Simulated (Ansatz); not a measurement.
Cost and result for the atomization energy of C$_{3}$H$_{6}$N$_{2}$O, SMILES `N=C1COCN1` (12 atoms, 12 bonds).

```xyz
12

N     0.834    1.858    0.709
C     0.319    0.749    0.372
C    -1.082    0.407   -0.087
O    -1.105   -0.999   -0.220
C     0.222   -1.434   -0.369
N     0.991   -0.438    0.332
H     0.138    2.597    0.694
H    -1.287    0.905   -1.045
H    -1.841    0.709    0.637
H     0.316   -2.424    0.084
H     0.497   -1.496   -1.436
H     1.997   -0.434    0.328
```

Charge 0, multiplicity 1. The structure was optimised at the PBE0-D4/def2-TZVP level. It is one conformer, not always the lowest. Program: Ansatz. All runs use 4 threads of an Intel Xeon Platinum 8259CL on a shared host. Times are those of one run each, without the atoms' runs, and a repeat can differ threefold. Electronic energies, without spin–orbit coupling; frozen cores. CCSD(T)/CBS adds CCSD(T) − MP2 in def2-TZVPP to the MP2 limit, and its time is that of the two runs behind it. T1 = 0.013. HSE06 is the plane-wave form, built on full-range PBE exchange.

CCSD(T)/CBS is a level of theory with its own doubt, some kJ/mol a heavy atom from the limit and from the frozen cores, so smaller differences don't rank the functionals.

```
                           level  functions  wall time
            revPBE-D4/def2-TZVPP        270      2.3 s
 PBE-D4/def2-TZVPP (with forces)        270      2.8 s
              PBE0-D4/def2-TZVPP        270      2.9 s
             BHLYP-D4/def2-TZVPP        270      3.1 s
             HSE06-D4/def2-TZVPP        270      3.5 s
             PBE-QIDH/def2-TZVPP        270      6.5 s
                CCSD(T)/def2-SVP        114        7 s
              ωB97X-V/def2-TZVPP        270      7.5 s
               B97M-V/def2-TZVPP        270        8 s
ωB97M-V/def2-TZVPP (with forces)        270       11 s
                  MP2/def2-QZVPP        522       28 s
              CCSD(T)/def2-TZVPP        270    2.7 min
               CCSD(T)/CBS(def2)          –    3.1 min
```

Question: What atomization energy does each give, and how far from CCSD(T)/CBS? (Estimate.)

Answer: The calculation gave: 
| level | atomization (kcal/mol) | difference from CCSD(T)/CBS | per bond |
| --- | --- | --- | --- |
| revPBE-D4/def2-TZVPP | 1185.1 | 15.7 | 1.3 |
| PBE-D4/def2-TZVPP (with forces) | 1221.6 | 52.2 | 4.3 |
| PBE0-D4/def2-TZVPP | 1186.4 | 17.0 | 1.4 |
| BHLYP-D4/def2-TZVPP | 1126.1 | -43.3 | -3.6 |
| HSE06-D4/def2-TZVPP | 1187.6 | 18.2 | 1.5 |
| PBE-QIDH/def2-TZVPP | 1166.3 | -3.1 | -0.3 |
| CCSD(T)/def2-SVP | 1104.3 | -65.1 | -5.4 |
| ωB97X-V/def2-TZVPP | 1179.6 | 10.2 | 0.9 |
| B97M-V/def2-TZVPP | 1172.5 | 3.1 | 0.3 |
| ωB97M-V/def2-TZVPP (with forces) | 1179.4 | 10.0 | 0.8 |
| MP2/def2-QZVPP | 1183.2 | 13.8 | 1.2 |
| CCSD(T)/def2-TZVPP | 1133.8 | -35.6 | -3.0 |
| CCSD(T)/CBS(def2) | 1169.4 | 0.0 | 0.0 |

The D4 term adds +9.1 kcal/mol with B3LYP and +4.7 kcal/mol with PBE0; it sums over pairs of atoms, weighted by their polarisabilities, and B3LYP, whose exchange is more repulsive, gets the larger term. Leaving LDA and LC-ωPBE aside and taking each functional with its dispersion term where it has one, the values spread over 95.4 kcal/mol, from BHLYP-D4 to PBE-D4. LDA lies +169.8 kcal/mol from PBE without D4, its usual overbinding. From BLYP to BHLYP (50 % exact exchange), in def2-TZVPP and without D4, the atomization energy moves by −51.5 kcal/mol: exact exchange takes away binding that semilocal exchange gives to molecules.

B3LYP here is the variant with VWN-RPA as its local correlation; programs differ in this.
